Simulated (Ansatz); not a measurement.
# HGeO, quartet: the ladder up to UCCSDT(Q)

Geometry: a point of a stretch scan, not a stationary point.

```xyz
3

Ge    0.0000   -0.0559    0.5966
O     0.0000    0.1707   -2.7929
H     0.0000    1.3192    1.3388
```

Basis cc-pVTZ; Ansatz 0.2.0. Only valence electrons are correlated (noble-gas cores and the filled d shells of p-block atoms frozen), which leaves 11 electrons in 72 orbitals. R marks a restricted (for open shells ROHF) determinant, U an unrestricted one. Active spaces: valence = (11e, 9o) chosen from the atoms' valence shells; pair = (5e, 5o) about the gap. No spin–orbit coupling is included, and no scalar relativity.

Full CI isn't at hand for all of this; UCCSDT(Q) serves as the reference, and is uncertain by about the last step of the cluster series. The frozen core follows each run's orbitals, which can shift R against U totals by a few meV for light atoms and by up to 0.1 eV past Ca.

The UHF ⟨S²⟩ is 3.774 and the T1 diagnostic (RCCSD) is 0.0186. The largest doubles amplitude (RCCSD) is 0.064 and the T1 diagnostic (UCCSD) is 0.0137.

```
   level  E − E(UCCSDT(Q)) (kJ/mol)  share of correlation (%)  wall time
     UHF                      690.7                      3.76          –
    UMP2                      114.4                     84.06          –
   UCCSD                       17.6                     97.54          –
UCCSD(T)                        2.9                     99.59       99 s
  UCCSDT                        0.4                     99.95          –
```

The correlation energy at UCCSDT(Q), counted from RHF, is -7.438 eV. That run took 39 s on 2 threads of AMD EPYC 7R13 with a shared H100 80 GB, shared host.

Run but not shown, since their state or frozen core can't be matched to the reference's or they repeat it: RHF, RMP2, CISD, RCCSD, RCCSD(T), BCCD(T), RCCSDT, RCCSDT(Q), CASSCF (pair space), NEVPT2 (pair space), CASSCF (valence space), NEVPT2 (valence space), MRCISD (valence space), MRCISD+Q (valence space).

Times hold each run's SCF and search for its determinant on a shared host, so for small cases they say little of a method's own cost; they ran on 1 thread of AMD EPYC 7R13.

Natural occupations of CASSCF (valence space) about the gap: 2.000 1.979 1.941 1.000 1.000 1.000 0.052 0.028; effectively unpaired electrons, Σ n²(2−n)², 3.03.
